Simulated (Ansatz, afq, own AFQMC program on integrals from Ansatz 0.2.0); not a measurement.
Integrals from Ansatz 0.2.0, then the random walk in our own AFQMC program (afq).

```yaml
crystal:
  periodic: [false, false, false]
  atoms:
    - {symbol: Ge, position_ang: [0.004698, 0.008489, -0.008509]}
    - {symbol: H, position_ang: [0.566001, 1.042414, 1.024082]}
    - {symbol: H, position_ang: [-0.922535, -1.666936, 1.670895]}
    - {symbol: H, position_ang: [-0.554526, 1.039306, -1.045327]}
    - {symbol: H, position_ang: [0.572481, -1.026564, -1.036417]}
basis:
  gaussian: {orbitals: cc-pVDZ}
total_charge: 1
magnetization: {spin_polarized: true, initial_magnetization: 1}
correlation: {method: ccsd_t, electrons: outside_noble_gas, hamiltonian_folder: ham}
```

```sh
$ ansatz run in.yaml --threads 1 --pin off --events-out ev --progress --plain --max-ram 1382MiB
```

afq runs on the folder ham with

```
--method phaseless --trial hf --walkers 120 --populations 1 --least-time 40 --time-step 0.005 --steps-per-block 20 --equilibration-blocks 160 --max-blocks 600 --target-error 0.0019200000000000003 --factor-cut 1e-05 --start spin_pure --seed 7717 --taylor-order 6
```

Times are imaginary, in 1/Eh. The walk had a cap of 689 s. Filled inner d shells are frozen with the cores.

Log:

```
orbitals 33  electrons 4 3  factors 253 of 497
reference energy -2077.21813869 Eh
CCSD correlation -0.11295835 Eh in 15 cycles, weight of the determinant in the CISD state 0.9240
energy of the start -2077.218241 Eh
 block  time / (1/Eh)  mean weight  energy / Eh
     1     0.100  1.0001  -2077.236019
     2     0.200  1.0018  -2077.249851
     3     0.300  0.9998  -2077.260403
     4     0.400  1.0009  -2077.272736
     5     0.500  1.0003  -2077.278340
     8     0.800  1.0002  -2077.292966
    15     1.500  0.9995  -2077.322670
    57     5.700  1.0012  -2077.321670
    99     9.900  1.0019  -2077.350346
   141    14.100  1.0005  -2077.336533
   183    18.300  1.0001  -2077.337532
   225    22.500  0.9990  -2077.334725
   267    26.700  1.0002  -2077.345957
   309    30.900  0.9999  -2077.332663
   351    35.100  0.9995  -2077.341613
   393    39.300  1.0002  -2077.331438
   435    43.500  0.9991  -2077.336595
   477    47.700  1.0001  -2077.329823
   519    51.900  1.0005  -2077.331626
   533    53.300  0.9986  -2077.369580
   547    54.700  1.0009  -2077.342240
blocks merged  error / Eh  count
     1  0.000441  400
     2  0.000554  200
     4  0.000702  100
     8  0.000840  50
    16  0.000934  25
    32  0.001220  12
energy -2077.336781 +/- 0.000934 Eh
(rows thinned)
```

The run passed its tests (sampling time, drift between the halves within three errors, error under three times the target), which doesn't prove that it has relaxed.

Against this walk (error 25.4 meV) on the same determinant: CCSD(T) 98.7 meV higher, CCSDT(Q) 79.1 meV higher. The error is statistical and leaves out the bias of the constraint. CCSDT(Q) is the surest value here, so the walk's 79 meV below it is most likely the bias of the constraint with this trial, which can have either sign.

Cautions: constraint bias not in the error; no relativity below Rb; no spin-orbit coupling; inner d shell frozen.

The walk took 81 s on 1 thread of Intel(R) Xeon(R) 6975P-C (Granite Rapids), on a shared host. The log's last line is the phaseless energy.

CCSDT and higher add their correlation energy to the determinant of the CCSD(T) run, since their own runs factorise the integrals more tightly (a shift of under 2 meV). A walk keeps the symmetry of its determinant, which the program's search chose and which needn't be the lowest solution, so a lower state of the same spin and another symmetry isn't excluded.
